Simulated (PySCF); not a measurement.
## CH7NSi

CH7NSi is a small molecule, neutral, singlet. The structure, one conformer, was relaxed in the gas phase by PBE0-D3(BJ)/def2-SVP. No frequency run checks that it is a minimum.

SMILES: CN[SiH3]

```xyz
10

Si    1.184   -0.767    0.086
N    -0.386   -0.154    0.477
C    -1.042    0.912   -0.238
H     1.298   -1.487   -1.230
H     2.148    0.377    0.031
H     1.566   -1.728    1.163
H    -1.022   -0.783    0.955
H    -1.734    1.468    0.418
H    -0.295    1.639   -0.594
H    -1.618    0.580   -1.125
```
Atom numbers follow the order of the file, from 1.

Shieldings: GIAO PBE0/pcSseg-2. Shifts are against computed references at the same level: C TMS (σ 184.1 ppm), H TMS (σ 31.24 ppm), Si TMS (σ 341.3 ppm). Core levels by delta-SCF with SCAN, pcX-2 on the ionised atom and pcseg-1 elsewhere, spin-free X2C (2p3/2 is the spin-free 2p value less a third of a first-order spin-orbit splitting); from the vacuum level, for chosen atoms.

Question: Give the shieldings and core levels atom by atom.

Answer: 
```
    atoms         bonded to  σ (ppm)  δ (ppm)  core level (eV)
      Si1         1 N + 3 H    393.8    -52.5     2p3/2 106.88
       N2  1 C + 1 Si + 1 H    256.4        -        1s 404.53
       C3         1 N + 3 H    150.8     33.4        1s 291.72
 H4 H5 H6              1 Si    26.57     4.68                -
       H7               1 N    31.57    -0.33                -
H8 H9 H10               1 C    28.61     2.63                -
```

Values are those of this one static structure, with the three H of a rotating XH3 group averaged; atoms that internal rotation interchanges would show their mean in an NMR spectrum.

Question: By CAM-B3LYP/def2-SVPD (TDDFT singlets, Tamm-Dancoff triplets, ionisation by delta-SCF), where does absorption start, and what does vertical ionisation take?

Answer: The lowest singlet lies at 5.85 eV (f 0.002), the strongest of the first 6 at 7.81 eV (f 0.038), the lowest triplet at 5.56 eV; vertical ionisation takes 9.06 eV.

The 3 runs behind this took 79 s in all, one thread each of Arm Neoverse N1 on a shared host, launched as `OMP_NUM_THREADS=1 python cluster_run.py task.json out`.
